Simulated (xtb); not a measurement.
H6Si2, charge -1, doublet, at the geometry of the source list (a state made from the parent by changing its charge; the spin is typed, not shown lowest); GFN2-xTB (xtb).

Input for xtb:
```
$ xtb mol.xyz --gfn 2 --chrg -1 --uhf 1 --json

# file mol.xyz
8

Si    -1.14690000     0.11660000    -0.01720000
Si     1.14690000    -0.11660000     0.01720000
H     -1.78900000    -0.78290000    -0.98080000
H     -1.56870000     1.47340000    -0.37910000
H     -1.76070000    -0.17030000     1.28310000
H      1.56870000    -1.47340000     0.37910000
H      1.78900000     0.78290000     0.98080000
H      1.76070000     0.17030000    -1.28310000
```

Output, abridged:

```
   ID    Z sym.   atoms
    1   14 Si     1, 2
    2    1 H      3-8

           -------------------------------------------------
          |                Calculation Setup                |
           -------------------------------------------------

           -------------------------------------------------
          |                 G F N 2 - x T B                 |
           -------------------------------------------------

          ...................................................
          :                      SETUP                      :
          :.................................................:
          :  # basis functions                  26          :
          :  # atomic orbitals                  24          :
          :  # shells                           12          :
          :  # electrons                        15          :
          :  max. iterations                   250          :
          :  Hamiltonian                  GFN2-xTB          :
          :  restarted?                      false          :
          :  GBSA solvation                  false          :
          :  PC potential                    false          :
          :  electronic temp.          300.0000000     K    :
          :  accuracy                    1.0000000          :
          :  -> integral cutoff          0.2500000E+02      :
          :  -> integral neglect         0.1000000E-07      :
          :  -> SCF convergence          0.1000000E-05 Eh   :
          :  -> wf. convergence          0.1000000E-03 e    :
          :  Broyden damping             0.4000000          :
          :  net charge                         -1          :
          :  unpaired electrons                  1          :
          ...................................................

 iter      E             dE          RMSdq      gap      omega  full diag
   1     -6.5551379 -0.655514E+01  0.549E+00    0.00       0.0  T
   2     -6.6455037 -0.903658E-01  0.219E+00    0.00       1.0  T
   3     -6.6464470 -0.943319E-03  0.109E+00    0.00       1.0  T
   4     -6.6464672 -0.202790E-04  0.137E-01    0.00       1.0  T
   5     -6.6464625  0.477248E-05  0.524E-02    0.00       1.0  T
   6     -6.6464708 -0.834438E-05  0.288E-02    0.00       1.2  T
   7     -6.6464700  0.862092E-06  0.377E-02    0.00       1.0  T
   8     -6.6464695  0.429828E-06  0.296E-02    0.00       1.2  T
   9     -6.6464709 -0.141397E-05  0.104E-03    0.00      33.8  T
  10     -6.6464709  0.142441E-08  0.145E-03    0.00      24.4  T
  11     -6.6464709 -0.171272E-08  0.769E-04    0.00      46.0  T
  12     -6.6464709 -0.318937E-09  0.452E-04    0.00      78.2  T

   *** convergence criteria satisfied after 12 iterations ***

         :::::::::::::::::::::::::::::::::::::::::::::::::::::
         ::                     SUMMARY                     ::
         :::::::::::::::::::::::::::::::::::::::::::::::::::::
         :: total energy              -6.584718918386 Eh    ::
         :: gradient norm              0.089931253125 Eh/a0 ::
         :: HOMO-LUMO gap              0.000329743163 eV    ::
         ::.................................................::
         :: SCC energy                -6.646469174780 Eh    ::
         :: -> isotropic ES            0.103106914930 Eh    ::
         :: -> anisotropic ES          0.015397174288 Eh    ::
         :: -> anisotropic XC          0.004543124969 Eh    ::
         :: -> dispersion             -0.006814574147 Eh    ::
         :: repulsion energy           0.061750256394 Eh    ::
         :: add. restraining           0.000000000000 Eh    ::
         :: total charge              -1.000000000000 e     ::
         :::::::::::::::::::::::::::::::::::::::::::::::::::::

           -------------------------------------------------
          |                Property Printout                |
           -------------------------------------------------

    * Orbital Energies and Occupations

         #    Occupation            Energy/Eh            Energy/eV
      -------------------------------------------------------------
         1        2.0000           -0.4916745             -13.3791
         2        2.0000           -0.4046854             -11.0120
         3        2.0000           -0.2229195              -6.0659
         4        2.0000           -0.2229124              -6.0658
         5        2.0000           -0.2168833              -5.9017
         6        2.0000           -0.2168777              -5.9015
         7        2.0000           -0.1436229              -3.9082
         8        0.5016            0.0352792               0.9600 (HOMO)
         9        0.4984            0.0352913               0.9603 (LUMO)
        10        0.0000            0.0493181               1.3420
        11                          0.0794326               2.1615
        12                          0.0794331               2.1615
        13                          0.1052673               2.8645
        14                          0.1554766               4.2307
        15                          0.1554814               4.2309
        16                          0.2149610               5.8494
        17                          0.2149675               5.8496
        18                          0.5492506              14.9459
        19                          0.8608459              23.4248
       ...                                ...                  ...
        24                          1.0027173              27.2853
      -------------------------------------------------------------
                  HL-Gap            0.0000121 Eh            0.0003 eV
             Fermi-level           -0.0094433 Eh           -0.2570 eV

     #   Z          covCN         q      C6AA      α(0)
     1  14 Si       3.697     0.202   104.868    19.613
     2  14 Si       3.697     0.202   104.868    19.613
     3   1 H        0.918    -0.234    13.796     5.809
     4   1 H        0.918    -0.234    13.785     5.807
     5   1 H        0.918    -0.234    13.790     5.808
     6   1 H        0.918    -0.234    13.785     5.807
     7   1 H        0.918    -0.234    13.796     5.809
     8   1 H        0.918    -0.234    13.790     5.808

 Mol. C6AA /au·bohr⁶  :       1810.008753
 Mol. C8AA /au·bohr⁸  :      62295.080567
 Mol. α(0) /au        :         74.075138

Wiberg/Mayer (AO) data.
largest (>0.10) Wiberg bond orders for each atom

 ---------------------------------------------------------------------------
     #   Z sym  total        # sym  WBO       # sym  WBO       # sym  WBO
 ---------------------------------------------------------------------------
     1  14 Si   3.716 --     2 Si   1.092     3 H    0.854     5 H    0.854
                             4 H    0.854
     2  14 Si   3.716 --     1 Si   1.092     7 H    0.854     8 H    0.854
                             6 H    0.854
     3   1 H    0.930 --     1 Si   0.854
     4   1 H    0.930 --     1 Si   0.854
     5   1 H    0.930 --     1 Si   0.854
     6   1 H    0.930 --     2 Si   0.854
     7   1 H    0.930 --     2 Si   0.854
     8   1 H    0.930 --     2 Si   0.854
 ---------------------------------------------------------------------------

Topologies differ in total number of bonds
Writing topology from bond orders to xtbtopo.mol

molecular dipole:
                 x           y           z       tot (Debye)
 q only:       -0.000       0.000      -0.000
   full:       -0.000       0.000      -0.000       0.000
molecular quadrupole (traceless):
                xx          xy          yy          xz          yz          zz
 q only:       -8.107       1.240       3.992      -0.184       0.018       4.115
  q+dip:       -6.775       1.033       3.337      -0.155       0.014       3.438
   full:       -6.539       0.998       3.218      -0.149       0.018       3.321

           -------------------------------------------------
          | TOTAL ENERGY               -6.584718918386 Eh   |
          | GRADIENT NORM               0.089931253125 Eh/α |
          | HOMO-LUMO GAP               0.000329743163 eV   |
           -------------------------------------------------

normal termination of xtb
```
